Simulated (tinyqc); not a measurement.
Inside a calculation. Method: CIS on RHF in the sto-3g basis, frozen core, for H2O, spin multiplicity 1. One step of it, computed by the program tinyqc.

Question. Integrals over molecular orbitals. (pq|rs) = sum C_ip C_jq C_kr C_ls (ij|kl), one index at a time.

coefficients C:
```
              MO1        MO2        MO3        MO4       MO5        MO6        MO7
1O 1s    0.994136  -0.233542   0.000000   0.098811  0.000000  -0.133841   0.000000
1O 2s    0.026454   0.837656   0.000000  -0.515494  0.000000   0.882920   0.000000
1O 2px   0.000000   0.000000   0.000000   0.000000  1.000000   0.000000   0.000000
1O 2py   0.000000   0.000000   0.598074   0.000000  0.000000   0.000000   1.002503
1O 2pz   0.004061   0.120167   0.000000   0.793836  0.000000   0.707643   0.000000
2H 1s   -0.005911   0.159377   0.442252   0.274224  0.000000  -0.796746  -0.827498
3H 1s   -0.005911   0.159377  -0.442252   0.274224  0.000000  -0.796746   0.827498
```

core Hamiltonian H = T + V (hartree), lower triangle:
```
             1O 1s      1O 2s     1O 2px     1O 2py     1O 2pz      2H 1s      3H 1s
1O 1s   -32.710989
1O 2s    -7.610455  -9.325789
1O 2px    0.000000   0.000000  -7.450274
1O 2py    0.000000   0.000000   0.000000  -7.615820
1O 2pz   -0.017362  -0.204872   0.000000   0.000000  -7.529708
2H 1s    -1.713286  -3.680373   0.000000  -2.087960  -1.508953  -5.027827
3H 1s    -1.713286  -3.680373   0.000000   2.087960  -1.508953  -1.453924  -5.027827
```

Two-electron integrals (ij|kl) in chemists' order, unique and non-zero (hartree):
```
(11|11) 4.785065    (21|11) 0.741380    (21|21) 0.136873    (22|11) 1.118947
(22|21) 0.256633    (22|22) 0.817206    (31|31) 0.024477    (32|31) 0.037809
(32|32) 0.180518    (33|11) 1.115814    (33|21) 0.256684    (33|22) 0.817023
(33|33) 0.880159    (41|41) 0.024477    (42|41) 0.037809    (42|42) 0.180518
(43|43) 0.047444    (44|11) 1.115814    (44|21) 0.256684    (44|22) 0.817023
(44|33) 0.785270    (44|44) 0.880159    (51|51) 0.024477    (52|51) 0.037809
(52|52) 0.180518    (53|53) 0.047444    (54|54) 0.047444    (55|11) 1.115814
(55|21) 0.256684    (55|22) 0.817023    (55|33) 0.785270    (55|44) 0.785270
(55|55) 0.880159    (61|11) 0.168245    (61|21) 0.030787    (61|22) 0.057315
(61|33) 0.057206    (61|41) 0.001165    (61|42) 0.002175    (61|44) 0.057432
(61|51) 0.000807    (61|52) 0.001507    (61|54) 0.000156    (61|55) 0.057315
(61|61) 0.007015    (62|11) 0.397637    (62|21) 0.092290    (62|22) 0.324015
(62|33) 0.318611    (62|41) 0.005677    (62|42) 0.042851    (62|44) 0.329361
(62|51) 0.003933    (62|52) 0.029682    (62|54) 0.007447    (62|55) 0.323769
(62|61) 0.021142    (62|62) 0.157295    (63|31) 0.009797    (63|32) 0.056519
(63|43) 0.008968    (63|53) 0.006212    (63|63) 0.022771    (64|11) 0.231257
(64|21) 0.054384    (64|22) 0.203920    (64|33) 0.194608    (64|41) 0.012738
(64|42) 0.082161    (64|44) 0.219150    (64|51) 0.002038    (64|52) 0.017763
(64|54) 0.010788    (64|55) 0.197777    (64|61) 0.013025    (64|62) 0.120243
(64|64) 0.113659    (65|11) 0.160190    (65|21) 0.037671    (65|22) 0.141254
(65|33) 0.134804    (65|41) 0.002038    (65|42) 0.017763    (65|44) 0.139379
(65|51) 0.011208    (65|52) 0.068823    (65|54) 0.012138    (65|55) 0.149424
(65|61) 0.009022    (65|62) 0.083292    (65|64) 0.062958    (65|65) 0.066382
(66|11) 0.527896    (66|21) 0.124517    (66|22) 0.500163    (66|33) 0.479806
(66|41) 0.010180    (66|42) 0.104905    (66|44) 0.520660    (66|51) 0.007052
(66|52) 0.072667    (66|54) 0.028299    (66|55) 0.499409    (66|61) 0.028801
(66|62) 0.301686    (66|64) 0.263432    (66|65) 0.182478    (66|66) 0.774606
(71|11) 0.168245    (71|21) 0.030787    (71|22) 0.057315    (71|33) 0.057206
(71|41) -0.001165   (71|42) -0.002175   (71|44) 0.057432    (71|51) 0.000807
(71|52) 0.001507    (71|54) -0.000156   (71|55) 0.057315    (71|61) 0.006898
(71|62) 0.020429    (71|64) 0.011477    (71|65) 0.008724    (71|66) 0.027471
(71|71) 0.007015    (72|11) 0.397637    (72|21) 0.092290    (72|22) 0.324015
(72|33) 0.318611    (72|41) -0.005677   (72|42) -0.042851   (72|44) 0.329361
(72|51) 0.003933    (72|52) 0.029682    (72|54) -0.007447   (72|55) 0.323769
(72|61) 0.020429    (72|62) 0.126817    (72|64) 0.066829    (72|65) 0.065226
(72|66) 0.199243    (72|71) 0.021142    (72|72) 0.157295    (73|31) 0.009797
(73|32) 0.056519    (73|43) -0.008968   (73|53) 0.006212    (73|63) 0.017722
(73|73) 0.022771    (74|11) -0.231257   (74|21) -0.054384   (74|22) -0.203920
(74|33) -0.194608   (74|41) 0.012738    (74|42) 0.082161    (74|44) -0.219150
(74|51) -0.002038   (74|52) -0.017763   (74|54) 0.010788    (74|55) -0.197777
(74|61) -0.011477   (74|62) -0.066829   (74|64) -0.017989   (74|65) -0.033590
(74|66) -0.092867   (74|71) -0.013025   (74|72) -0.120243   (74|74) 0.113659
(75|11) 0.160190    (75|21) 0.037671    (75|22) 0.141254    (75|33) 0.134804
(75|41) -0.002038   (75|42) -0.017763   (75|44) 0.139379    (75|51) 0.011208
(75|52) 0.068823    (75|54) -0.012138   (75|55) 0.149424    (75|61) 0.008724
(75|62) 0.065226    (75|64) 0.033590    (75|65) 0.050752    (75|66) 0.112222
(75|71) 0.009022    (75|72) 0.083292    (75|74) -0.062958   (75|75) 0.066382
(76|11) 0.145926    (76|21) 0.034142    (76|22) 0.128966    (76|33) 0.126193
(76|44) 0.128970    (76|51) 0.002342    (76|52) 0.020579    (76|55) 0.131597
(76|61) 0.007727    (76|62) 0.060933    (76|64) 0.040224    (76|65) 0.036275
(76|66) 0.118228    (76|71) 0.007727    (76|72) 0.060933    (76|74) -0.040224
(76|75) 0.036275    (76|76) 0.028451    (77|11) 0.527896    (77|21) 0.124517
(77|22) 0.500163    (77|33) 0.479806    (77|41) -0.010180   (77|42) -0.104905
(77|44) 0.520660    (77|51) 0.007052    (77|52) 0.072667    (77|54) -0.028299
(77|55) 0.499409    (77|61) 0.027471    (77|62) 0.199243    (77|64) 0.092867
(77|65) 0.112222    (77|66) 0.328340    (77|71) 0.028801    (77|72) 0.301686
(77|74) -0.263432   (77|75) 0.182478    (77|76) 0.118228    (77|77) 0.774606
```

Give: one-electron integrals over orbitals h = C^T H C; Two-electron integrals over orbitals.

Answer.

one-electron integrals over orbitals h = C^T H C (hartree), lower triangle:
```
          1        2        3        4        5        6        7
1  -32.6933
2    0.5605  -7.6543
3    0.0000   0.0000  -6.3312
4   -0.2238   0.4284   0.0000  -6.9958
5    0.0000   0.0000   0.0000   0.0000  -7.4503
6    0.3094  -1.3705   0.0000  -1.0643   0.0000  -5.2815
7    0.0000   0.0000  -1.7351   0.0000   0.0000   0.0000  -5.6200
```

Two-electron integrals over orbitals (pq|rs), unique and non-zero (hartree); the lowest 1 orbital is frozen and left out:
```
(22|22) 0.7250    (32|32) 0.1444    (33|22) 0.6403    (33|33) 0.6285
(42|22) 0.0017    (42|33) 0.0068    (42|42) 0.1257    (43|32) 0.0215
(43|43) 0.0465    (44|22) 0.6798    (44|33) 0.5968    (44|42) -0.1049
(44|44) 0.7868    (52|52) 0.1451    (53|53) 0.0284    (54|52) -0.0451
(54|54) 0.0549    (55|22) 0.7478    (55|33) 0.6251    (55|42) -0.0670
(55|44) 0.7313    (55|55) 0.8802    (62|22) 0.1407    (62|33) 0.0722
(62|42) 0.0222    (62|44) 0.0912    (62|55) 0.1581    (62|62) 0.1004
(63|32) -0.0444   (63|43) -0.0297   (63|63) 0.0753    (64|22) 0.0965
(64|33) 0.0420    (64|42) -0.0250   (64|44) 0.1181    (64|55) 0.1144
(64|62) 0.0625    (64|64) 0.0662    (65|52) 0.0599    (65|54) -0.0015
(65|65) 0.0385    (66|22) 0.6059    (66|33) 0.5670    (66|42) 0.0595
(66|44) 0.5447    (66|55) 0.5827    (66|62) 0.0920    (66|64) 0.0442
(66|66) 0.5905    (72|32) 0.0425    (72|43) -0.0320   (72|63) 0.0346
(72|72) 0.0627    (73|22) 0.1434    (73|33) 0.0911    (73|42) -0.0726
(73|44) 0.1634    (73|55) 0.1919    (73|62) 0.0774    (73|64) 0.0760
(73|66) 0.0379    (73|73) 0.1510    (74|32) -0.0747   (74|43) 0.0024
(74|63) 0.0456    (74|72) -0.0173   (74|74) 0.0666    (75|53) 0.0238
(75|75) 0.0248    (76|32) 0.1007    (76|43) 0.0482    (76|63) -0.0692
(76|72) -0.0076   (76|74) -0.0571   (76|76) 0.1183    (77|22) 0.6246
(77|33) 0.6089    (77|42) -0.0162   (77|44) 0.6109    (77|55) 0.6277
(77|62) 0.0695    (77|64) 0.0426    (77|66) 0.5628    (77|73) 0.0989
(77|77) 0.6209
```
